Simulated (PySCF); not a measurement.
`[AlH4-]` (charge -1). Method: PBE0-D3(BJ)/def2-TZVP geometry optimisation, gas phase in PySCF.

```
atom  x, y, z in Å
Al1    0.0055    0.0016   -0.0166
H2     0.5888    1.2090   -0.9721
H3    -1.0712    0.6261    1.0613
H4     1.2501   -0.7037    0.7986
H5    -0.7449   -1.1245   -0.9544
```

(1) What is the longest distance between nuclei?

(2) Work out the bond lengths Al1–H2, Al1–H3, Al1–H4, Al1–H5 in Å.

(3) What is the repulsion energy of the bare nuclei, Σ ZA·ZB/RAB?

(4) What are the angles H3–Al1–H4, H2–Al1–H5, H4–Al1–H5, H2–Al1–H4, H2–Al1–H3, H3–Al1–H5?

(5) Where is the centre of mass (commonest isotopes), and what is the radius of gyration?

Answers

(1) 6 pairs, among them H3···H5, H2···H4 and H4···H5, 2.690 Å down to 2.688 Å.

(2) For Al1–H2 the difference vector is (0.5833, 1.2074, -0.9555) Å, of length 1.6465 Å. Al1–H2 1.647; Al1–H3 1.647; Al1–H4 1.647; Al1–H5 1.646 Å.

(3) 17.89 Eh over 10 pairs, with full nuclear charges and distances in bohr; the largest single term is 4.18 Eh (Al1 with H5, or a pair equal to it).

(4) From the scalar product of the two bond vectors; for H3–Al1–H4 it is -0.9018 Å² over 1.6466 × 1.6465 Å², cos θ = -0.3326. H3–Al1–H4 109.4°; H2–Al1–H5 109.4°; H4–Al1–H5 109.5°; H2–Al1–H4 109.5°; H2–Al1–H3 109.5°; H3–Al1–H5 109.5°.

(5) Mass 31.013 u; centre at (0.006, 0.002, -0.017) Å; Rg = √(Σ m r²/M) = 0.594 Å. As Ia + Ib + Ic = 2 Σ m r², the three principal moments sum to 21.9 u·Å².

The point group is Td within 0.08 Å; differences among equivalent distances and angles are scatter left by the optimiser. Stationary, but not proved a minimum. Isolated species at its PBE0-D3(BJ)/def2-TZVP geometry, gas phase.
